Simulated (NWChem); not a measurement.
**Total energies of CHO (+1)**

```xyz
3

C      0.0000     0.0000    -0.5219
O      0.0000     0.0000     0.5966
H      0.0000     0.0000    -1.6409
```
Charge +1, spin multiplicity 1.

All runs are NWChem calculations. The geometry was optimised at PBE/def2-SVP, a minimum by its harmonic frequencies.

Basis set: def2-QZVP (144 functions).

```json
[
 {"method": "RHF", "total energy (Ha)": "-113.01719", "relative cost": "1"},
 {"method": "MP2", "total energy (Ha)": "-113.40781", "relative cost": "under 3"},
 {"method": "B2PLYP", "total energy (Ha)": "-113.53643", "relative cost": "under 3"},
 {"method": "PBE", "total energy (Ha)": "-113.47803", "relative cost": "under 3"},
 {"method": "B3LYP", "total energy (Ha)": "-113.60216", "relative cost": "under 3"},
 {"method": "BHandHLYP", "total energy (Ha)": "-113.53952", "relative cost": "under 3"}
]
```

Total energies of different functionals aren't comparable as a measure of quality: only differences taken within one method are. The cost column gives rough processor time relative to RHF; each entry includes its own SCF.

The correlated methods keep 2 core orbitals frozen. B3LYP has NWChem's definition, with VWN1-RPA local correlation. The structure started from a generated list of species.
